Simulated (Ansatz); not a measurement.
Input file:

```yaml
crystal:
  periodic: [false, false, false]
  atoms:
    - {symbol: Ga, position_ang: [0.002001, -0.001997, 0.004158]}
    - {symbol: H, position_ang: [0.654506, 0.662109, 1.358027]}
    - {symbol: H, position_ang: [-0.660513, -0.656090, 1.358039]}
    - {symbol: H, position_ang: [-0.798540, 0.796598, -1.658822]}
    - {symbol: H, position_ang: [0.666097, -0.664503, -1.344849]}
basis:
  gaussian: {orbitals: cc-pVDZ}
total_charge: 1
magnetization: {spin_polarized: false, initial_magnetization: 2}
correlation: {method: sc_nevpt2, electrons: outside_noble_gas, active_space: {window: {electrons: 4, orbitals: 4}}}
```

```sh
$ ansatz run in.yaml --threads 1 --pin off --events-out ev --progress --plain --max-ram 2393MiB
```

Roughly how long does this take on 1 thread of INTEL XEON PLATINUM 8581C, shared host, and how much host memory?

1.2 s wall and 0.11 GiB.

```
492 factors; integrals over basis functions are off by at most 2.3e-3 eV
mean field evaluation 1: about -52382.4279 eV, gradient 7.5e0 eV
mean field evaluation 2: about -52382.4383 eV, gradient 7.5e0 eV
mean field evaluation 4: about -52383.0832 eV, gradient 1.3e0 eV
mean field evaluation 8: about -52383.1588 eV, gradient 6.5e-4 eV
mean field evaluation 16: about -52381.1507 eV, gradient 1.0e1 eV
mean field -52383.15877161 eV, -1925.0455782762 hartree, gradient 2.9e-6 eV, S^2 2.000000; 2 other end points of the search recorded, 0 dependent functions left out
reference -52383.15877161 eV, -1925.0455782762 hartree; 18, 16 occupied and 29, 31 virtual orbitals, 492 factors
state -52383.73920982 eV, -1925.0669089871 hartree
state -52383.73920982 eV, -1925.0669089871 hartree; corrected -52385.16129476 eV, -1925.1191696448 hartree
state -52383.67495831 eV, -1925.0645477877 hartree
state -52383.67495831 eV, -1925.0645477877 hartree; corrected -52385.25523033 eV, -1925.1226217132 hartree
state -52383.67495831 eV, -1925.0645477877 hartree; corrected -52385.25523033 eV, -1925.1226217132 hartree
the orbitals are reached from a further start. From the first start the search ends at -52383.73919267 eV, -1925.0669083570 hartree
WARN: the results are in doubt because another end's mean lies 0.064 eV lower, and its corrected mean 0.094 eV higher
Total energy: -52385.25523033 eV, -1925.1226217132 hartree
In doubt: another end's mean lies 0.064 eV lower, and its corrected mean 0.094 eV higher
```
